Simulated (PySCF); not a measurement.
**Property card for `OC` (CH4O)**

CH₄O.
SMILES with atom numbers: `[CH3:1][OH:2]` (hydrogens: H3, H4, H5 on C1; H6 on O2)

Cartesian coordinates in Å at the GFN2-xTB level; atoms count from 1:
```xyz
6
CH4O angstrom
C     -0.3621    0.0075    0.0144
O      0.9056   -0.4336   -0.4052
H     -0.4922   -0.1028    1.0964
H     -1.0919   -0.6192   -0.4945
H     -0.5385    1.0531   -0.2606
H      1.5822    0.0971    0.0279
```

Structural features include: alcohol.

GFN2-xTB geometry:

- Point group of the GFN2-xTB geometry: Cs
- Rotational constants A, B, C of the GFN2-xTB geometry: 128.018, 25.225, 24.323 GHz

From PBE0/pcSseg-1 ground state and GIAO shieldings, non-relativistic (PySCF):

* Dipole moment: 1.75 D
* HOMO energy: -7.71 eV
* LUMO energy: 1.49 eV
* HOMO–LUMO gap: 9.20 eV
* Lowest Hirshfeld atomic charge: -0.24 e on O2
* Highest Hirshfeld atomic charge: +0.17 e on H6
* 13C chemical shifts (computed TMS as zero) by class: 54.4 (C1) ppm
* 1H chemical shifts (computed TMS as zero) by class: 3.79 (H3/H4/H5), -0.32 (H6) ppm
* Isotropic shieldings of nuclei other than C and H, by class: 332 (O2) ppm
* Mayer bond orders between heavy atoms: C1–O2 0.96

Monoisotopic mass from the formula: 32.0262 u.

The rotational constants make it an asymmetric top with κ = (2B − A − C)/(A − C) = -0.98, nearer the prolate limit (−1). A dipole of 1.75 D is allowed in Cs, and pure rotational transitions are dipole-allowed. With B = h/(8π²I), that is 505.379 GHz u Å² over I, the principal moments of inertia are 3.95, 20.0 and 20.8 u Å² (most abundant isotopes); the inertial defect Ic − Ia − Ib is -3.1 u Å² (zero for a rigid planar frame, negative otherwise). The dipole matches unit charges of opposite sign 0.37 Å apart (1 e·Å = 4.8032 D).

Geometry: GFN2-xTB; no solvent, vibrations or thermal averaging.
